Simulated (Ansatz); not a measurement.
Geometry optimisation, RKS r2SCANh-D4/def2-SVPD in Ansatz 0.2.0.

The input (input.yaml):

```yaml
crystal:
  periodic: [false, false, false]
  atoms:
    - { symbol: B, position_ang: [0.0, 0.0, 0.0] }
    - { symbol: Cl, position_ang: [1.1911, 0.0, 1.6808] }
    - { symbol: H, position_ang: [1.3757, 0.0, -0.1988] }
    - { symbol: H, position_ang: [-1.0305, 0.0, -0.595] }
basis:
  gaussian: { orbitals: def2-SVPD }
hamiltonian:
  xc: r2scanh
  dispersion: d4
relax:
  f_tol: 0.15
  max_steps: 25
  restrain:
    - { distance: [1, 2], at: 1.37, k: 30.0 }
    - { distance: [0, 1], at: 3.06, k: 30.0 }
    - { distance: [0, 2], at: 2.39, k: 30.0 }
```

Run as:

```bash
$ ansatz run input.yaml --threads 2 --pin off --max-ram 3072MiB --backend cpu --events-out ev --progress --plain --runs-dir out
```

Problem. Where does it end, and by what steps?

Solution. The forces met the threshold. The restraints hold the end off the free minimum. After 8 steps the energy has risen by 1.752 eV (the restraints' own energy left out); B1 moved furthest, 0.90 Å. Parted: B1–Cl2 (2.06 → 3.06 Å). Joined: Cl2–H3 (1.89 → 1.34 Å).

| step | energy less start (eV) | largest force component (eV/Å) | accepted |
| --- | --- | --- | --- |
| 0 | 0.0000 | 6.882 | yes |
| 1 | 2.5780 | 11.972 | yes |
| 2 | 4.3740 | 12.702 | yes |
| 3 | 3.3144 | 7.863 | yes |
| 4 | 2.0696 | 2.659 | yes |
| 5 | 1.8605 | 1.352 | yes |
| 6 | 1.7704 | 0.857 | yes |
| 7 | 1.7622 | 1.005 | yes |
| 8 | 1.7522 | 0.905 | yes |

```xyz
4
Properties=species:S:1:pos:R:3
B -0.286 0.000 -0.855
Cl 1.447 0.000 1.666
H 1.761 0.000 0.365
H -1.385 0.000 -0.289
```

The run took 8.5 s on 2 threads of Arm Neoverse V2 (shared host), peak memory 0.12 GiB.
